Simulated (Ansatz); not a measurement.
# AlCO (doublet): from Hartree-Fock to the top rungs, cc-pVTZ

Aim: climb from Hartree-Fock through coupled cluster and multireference methods for AlCO (doublet) at one geometry and basis, and see what each rung misses.

Method: cc-pVTZ, core rule «outside noble gas», up to 7 orbitals frozen; program: Ansatz 0.2.0, Gaussian basis.

The runs, in order: UHF; CCSD(T) on ROHF; CCSD(T) on UHF; BCCD(T) on ROHF; CCSDT(Q) on ROHF; CCSDT(Q) on UHF; CASSCF and NEVPT2, 13 electrons in 12 orbitals.

7 further runs of the same task are left out: 4 for a known fault of the program, 3 set aside as unsound or not needed.

**1. What is computed**

The geometry is a PBE0/def2-TZVP stationary point (not a proven minimum) of the parent state, kept for this charge and spin.

3 atoms, charge 0, spin multiplicity 2.

Atoms are counted from 1 here; the program's logs count them from 0.

Bond lengths: Al1–O2 1.815 Å, O2–C3 1.176 Å. Angles: Al1–O2–C3 180.0°.

**2. UHF**

in.yaml

```yaml
crystal:
  periodic: [false, false, false]
  atoms:
    - {symbol: Al, position_ang: [0.000000, 0.000000, 1.602200]}
    - {symbol: O, position_ang: [0.000000, 0.000000, -0.213200]}
    - {symbol: C, position_ang: [0.000000, 0.000000, -1.389000]}
basis:
  gaussian: {orbitals: cc-pVTZ}
magnetization: {spin_polarized: true, initial_magnetization: 1}
hamiltonian: {xc: hf}
output: {orbitals: {seedname: orbitals}}
```

Command:

```console
$ ansatz run in.yaml --threads 1 --pin off --events-out ev --progress --plain --max-ram 2560MiB --backend cpu
```

Further steps of the session: CCSD(T) on ROHF; CCSD(T) on UHF; BCCD(T) on ROHF; CCSDT(Q) on ROHF; CCSDT(Q) on UHF; CASSCF and NEVPT2, 13 electrons in 12 orbitals.

Before running them: what should the planned runs give, taken together? Wanted: UCCSDT(Q) below the RHF energy; RMP2 from UCCSDT(Q); UMP2 from UCCSDT(Q); RCCSD from UCCSDT(Q); RCCSD(T) from UCCSDT(Q); UCCSD(T) from UCCSDT(Q); RCCSDT(Q) from UCCSDT(Q); NEVPT2 valence from UCCSDT(Q); T1 diagnostic.

As calculated:

| quantity | value |
| --- | --- |
| UCCSDT(Q) below the RHF energy | -12.0182 eV |
| RMP2 from UCCSDT(Q) | +1266.8 meV |
| UMP2 from UCCSDT(Q) | +1280.9 meV |
| RCCSD from UCCSDT(Q) | +614.6 meV |
| RCCSD(T) from UCCSDT(Q) | +76.6 meV |
| UCCSD(T) from UCCSDT(Q) | +77.8 meV |
| RCCSDT(Q) from UCCSDT(Q) | +7.8 meV |
| NEVPT2 valence from UCCSDT(Q) | +1826.8 meV |
| levels within 1 kcal/mol (43 meV) | RCCSDT, UCCSDT, RCCSDT(Q) |
| T1 diagnostic | 0.060 |
| effectively unpaired electrons | 1.08 |

RCCSD(T) lands +76.6 meV from the yardstick (0.6 % of the correlation energy). The occupations are near whole numbers, but T1 = 0.060 shows that the orbitals relax strongly. These misses are within one basis, not against nature; the frozen cores of restricted and unrestricted runs differ, which can shift their rows.
